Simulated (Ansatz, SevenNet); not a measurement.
## How the equilibrium volume per atom of 2H MoS₂ moves with the method

No measured value is used here.

```json
[
 {"level (code)": "SevenNet-0 (SevenNet)", "value (Å³/atom)": "20.95"},
 {"level (code)": "LDA (Ansatz)", "value (Å³/atom)": "[?]"},
 {"level (code)": "PBE (Ansatz)", "value (Å³/atom)": "21.67"},
 {"level (code)": "PBE-D4 (Ansatz)", "value (Å³/atom)": "[?]"},
 {"level (code)": "r²SCAN-D4 (Ansatz)", "value (Å³/atom)": "18.16"},
 {"level (code)": "r²SCAN+rVV10 (Ansatz)", "value (Å³/atom)": "18.07"},
 {"level (code)": "HSE06 (Ansatz)", "value (Å³/atom)": "20.54"}
]
```

**Question.** Fill in the missing entries.

**Answer.** 
- LDA (Ansatz, a first-principles code), value (Å³/atom): 16.99
- PBE-D4 (Ansatz), value (Å³/atom): 17.46

LDA, PBE, HSE06: the cell comes from a level without a dispersion term, which matters for the spacing of layers, chains or molecules. Cutoffs and k meshes differ between the levels. Ansatz's density-functional and Hartree–Fock values are scalar-relativistic unless marked +SOC, with PAW data made under PBE.

Machine-learned potentials (SevenNet-0) are trained on DFT data, which may include these solids.
